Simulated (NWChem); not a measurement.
Species: CHO, doublet; SMILES [CH]=O

```xyz
3

C      0.1308     0.5783     0.0000
O     -0.0053    -0.5995     0.0000
H     -0.7420     1.3263     0.0000
```
Atoms are numbered in this order, from 1.

Results from NWChem. Spin-unrestricted. In the optimisation the excess spin sits in a' (Cs, its own frame). Geometry: optimised at PBE-D3(BJ)/def2-SVP, spin-unrestricted. No stability test was run on the SCF state. Vertical excitations in the gas phase. Excited states of an open shell can be spin-contaminated.

Task: Predict the results for UHF/def2-SVPD, CIS. Quantities: lowest excitation (eV); oscillator strength of that lowest state; lowest state with f > 0.02 (eV); oscillator strength of that bright state; lowest empty minus highest occupied level, either spin (eV).

Result: The lowest excitation (eV) is 2.72 and the oscillator strength of that lowest state is 0.002. The lowest state with f > 0.02 (eV) is 6.88 and the oscillator strength of that bright state is 0.027. The lowest empty minus highest occupied level, either spin (eV) comes out as 12.87.
